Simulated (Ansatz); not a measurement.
Results of r²SCAN-D4 (Ansatz, a first-principles code, PAW) for Bi₂S₃ (Pnma, No. 62).

Settings: plane-wave cutoff 500 eV, 4×10×4 k mesh (along the axes of the cell as run), gaussian smearing 0.02 eV, scalar-relativistic PAW data made under PBE.

Cell (relaxed at this level):

```yaml
crystal:
  lattice:
    - [11.41297, 0.00000, 0.00000]
    - [0.00000, 3.98931, 0.00000]
    - [0.00000, 0.00000, 11.09927]
  atoms:
    - { symbol: Bi, position: [0.01476, 0.25000, 0.32584] }
    - { symbol: Bi, position: [0.98524, 0.75000, 0.67416] }
    - { symbol: Bi, position: [0.48524, 0.75000, 0.82584] }
    - { symbol: Bi, position: [0.51476, 0.25000, 0.17416] }
    - { symbol: Bi, position: [0.15951, 0.75000, 0.03282] }
    - { symbol: Bi, position: [0.84049, 0.25000, 0.96718] }
    - { symbol: Bi, position: [0.34049, 0.25000, 0.53282] }
    - { symbol: Bi, position: [0.65951, 0.75000, 0.46718] }
    - { symbol: S, position: [0.45119, 0.75000, 0.37155] }
    - { symbol: S, position: [0.54881, 0.25000, 0.62845] }
    - { symbol: S, position: [0.04881, 0.25000, 0.87155] }
    - { symbol: S, position: [0.95119, 0.75000, 0.12845] }
    - { symbol: S, position: [0.12138, 0.75000, 0.44276] }
    - { symbol: S, position: [0.87862, 0.25000, 0.55724] }
    - { symbol: S, position: [0.37862, 0.25000, 0.94276] }
    - { symbol: S, position: [0.62138, 0.75000, 0.05724] }
    - { symbol: S, position: [0.71309, 0.25000, 0.30743] }
    - { symbol: S, position: [0.28691, 0.75000, 0.69257] }
    - { symbol: S, position: [0.78691, 0.75000, 0.80743] }
    - { symbol: S, position: [0.21309, 0.25000, 0.19257] }
```

### Question
Give the computed band gap.

### Answer

band gap: 1.69 eV (on the SCF k mesh)

Measured, for comparison: band gap 1.3 eV (temperature not stated, not corrected to a static lattice; as tabulated in Wikipedia's data pages).

Note: the relaxation could not lower the start's symmetry, so the cell can be a saddle point above a distorted one.

Spin–orbit coupling is not included; with these elements it can move the gap by several tenths of an eV or more.
